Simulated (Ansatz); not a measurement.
## Molecular dynamics, step by step

SiNH₇O, closed shell, HF/def2-SVP (Ansatz 0.2.0). Settings (timestep in fs, temperature in K; T counts 24 degrees of freedom):

```yaml
hamiltonian: {xc: hf}
md: {n_steps: 60, timestep: 0.75, temperature: 1500, ensemble: nve, seed: 499, initial_velocities: maxwell_boltzmann}
```

Start, the saddle point found with PBE0-D4 in triple zeta (not stationary at another level):

```xyz
10
angstrom
Si -0.7710 0.0520 -0.3819
N 0.4611 -0.7139 0.8144
H -1.7738 -1.0878 -0.2954
H -1.5922 1.1536 0.1742
H -0.4591 -0.0486 -1.8360
H 1.0998 0.2545 0.4564
O 0.8184 1.2955 -0.2266
H 0.1520 -0.7309 1.7788
H 0.7732 -1.6420 0.5583
H 1.2919 1.4674 -1.0422
```

```csv
step,time (fs),potential energy less the start (meV),kinetic energy (meV),T (K)
0,0.00,0.0,1551.1,1500
4,3.00,508.5,1052.2,1017
8,6.00,680.0,876.7,848
12,9.00,121.4,1421.0,1374
16,12.00,376.9,1183.5,1145
20,15.00,123.4,1431.3,1384
24,18.00,-301.7,1853.3,1792
28,21.00,-405.6,1958.3,1894
32,24.00,-92.7,1651.2,1597
36,27.00,-240.0,1800.6,1741
40,30.00,-924.6,2468.5,2387
44,33.00,-771.7,2320.4,2244
48,36.00,-698.8,2259.4,2185
52,39.00,-995.7,2546.2,2462
56,42.00,-885.4,2435.9,2356
60,45.00,-717.0,2275.3,2200
```

Step 8, positions (Å) and forces (eV/Å):

```json
{"atom": "Si1", "x": "-0.762", "y": "0.056", "z": "-0.358", "Fx": "-0.676", "Fy": "-2.474", "Fz": "-1.953"}
{"atom": "N2", "x": "0.457", "y": "-0.727", "z": "0.788", "Fx": "-0.122", "Fy": "0.812", "Fz": "-1.488"}
{"atom": "H3", "x": "-1.792", "y": "-1.049", "z": "-0.189", "Fx": "-0.337", "Fy": "0.292", "Fz": "0.200"}
{"atom": "H4", "x": "-1.556", "y": "1.240", "z": "0.025", "Fx": "0.102", "Fy": "-0.033", "Fz": "0.137"}
{"atom": "H5", "x": "-0.595", "y": "-0.283", "z": "-1.868", "Fx": "0.386", "Fy": "0.913", "Fz": "0.984"}
{"atom": "H6", "x": "1.051", "y": "0.628", "z": "0.433", "Fx": "1.990", "Fy": "-1.096", "Fz": "1.068"}
{"atom": "O7", "x": "0.817", "y": "1.274", "z": "-0.220", "Fx": "-0.323", "Fy": "3.767", "Fz": "-2.779"}
{"atom": "H8", "x": "-0.237", "y": "-0.738", "z": "1.489", "Fx": "0.538", "Fy": "-2.147", "Fz": "1.902"}
{"atom": "H9", "x": "1.061", "y": "-1.502", "z": "0.472", "Fx": "-1.666", "Fy": "0.336", "Fz": "1.160"}
{"atom": "H10", "x": "1.368", "y": "1.487", "z": "-0.971", "Fx": "0.108", "Fy": "-0.370", "Fz": "0.768"}
```

Step 36, positions (Å) and forces (eV/Å):

```tsv
atom	x	y	z	Fx	Fy	Fz
Si1	-0.831	-0.064	-0.308	-1.884	-0.224	2.179
N2	0.280	-0.871	0.825	-3.646	3.889	-0.925
H3	-2.158	-0.742	-0.115	0.155	-0.313	-0.293
H4	-1.234	1.355	-0.147	-0.228	-0.265	0.382
H5	-0.350	-0.190	-1.629	0.314	-0.383	-1.589
H6	1.360	1.730	0.605	-0.691	-0.486	-3.474
O7	1.030	1.494	-0.329	0.940	0.394	3.653
H8	0.052	-1.735	1.182	0.504	-2.078	0.386
H9	1.046	-0.555	0.350	3.614	-1.022	-0.137
H10	1.599	1.759	-1.019	0.921	0.488	-0.182
```

Step 44, positions (Å) and forces (eV/Å):

```json
{"atom": "Si1", "x": "-0.891", "y": "-0.109", "z": "-0.273", "Fx": "0.354", "Fy": "-1.345", "Fz": "-2.420"}
{"atom": "N2", "x": "0.210", "y": "-0.889", "z": "0.803", "Fx": "3.929", "Fy": "0.210", "Fz": "0.960"}
{"atom": "H3", "x": "-2.194", "y": "-0.882", "z": "-0.379", "Fx": "0.482", "Fy": "0.173", "Fz": "0.468"}
{"atom": "H4", "x": "-1.225", "y": "1.288", "z": "-0.002", "Fx": "-0.209", "Fy": "-0.012", "Fz": "0.263"}
{"atom": "H5", "x": "-0.288", "y": "-0.303", "z": "-1.725", "Fx": "-0.806", "Fy": "0.569", "Fz": "1.095"}
{"atom": "H6", "x": "1.455", "y": "2.104", "z": "0.345", "Fx": "-0.496", "Fy": "0.368", "Fz": "2.109"}
{"atom": "O7", "x": "1.147", "y": "1.587", "z": "-0.360", "Fx": "0.602", "Fy": "0.283", "Fz": "-0.016"}
{"atom": "H8", "x": "0.301", "y": "-1.876", "z": "0.977", "Fx": "-1.095", "Fy": "0.039", "Fz": "-0.187"}
{"atom": "H9", "x": "1.262", "y": "-0.622", "z": "0.777", "Fx": "-3.300", "Fy": "-0.017", "Fz": "-0.171"}
{"atom": "H10", "x": "1.777", "y": "1.942", "z": "-0.942", "Fx": "0.540", "Fy": "-0.269", "Fz": "-2.102"}
```

Last step (60):

Si1  (-0.995, -0.224, -0.249)
N2  (0.156, -0.970, 0.812)
H3  (-2.178, -1.176, -0.396)
H4  (-1.427, 1.040, 0.399)
H5  (-0.530, 0.009, -1.689)
H6  (1.241, 2.627, 0.129)
O7  (1.454, 1.827, -0.412)
H8  (0.236, -1.843, 0.414)
H9  (0.630, -0.474, 1.456)
H10  (1.911, 2.000, -1.256)
(Å)

Hardware: 2 CPU threads of an Arm Neoverse V2, shared host. Wall time about 27 s.
